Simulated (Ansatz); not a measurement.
Cartesian coordinates in Å:
```
C 0.806 0.802 0.261
C -0.131 -0.351 0.287
Cl -0.127 -1.309 1.719
C -0.940 -0.658 -0.716
F -1.776 -1.691 -0.688
H 0.724 1.338 -0.686
H 1.838 0.463 0.384
H 0.586 1.496 1.076
H -0.981 -0.090 -1.637
```

Charge 0, multiplicity 1.

(1) List the PBE0/def2-TZVPP orbital energies in eV (the Gaussian-basis code of Ansatz). (Best estimate.)

Results:

(1) Computed: Occupied: -2767.71, -674.59, -280.58, -280.08, -278.68, -259.52, -197.87, -197.64, -197.63, -34.59, -24.87, -21.78, -19.96, -16.54, -15.10, -14.10, -13.52, -12.32, -11.96, -11.55, -10.82, -9.93, -8.96, -7.15. Lowest empty: 0.19, 0.87, 1.43, 2.46, 2.84, 3.31, 3.72, 4.25.
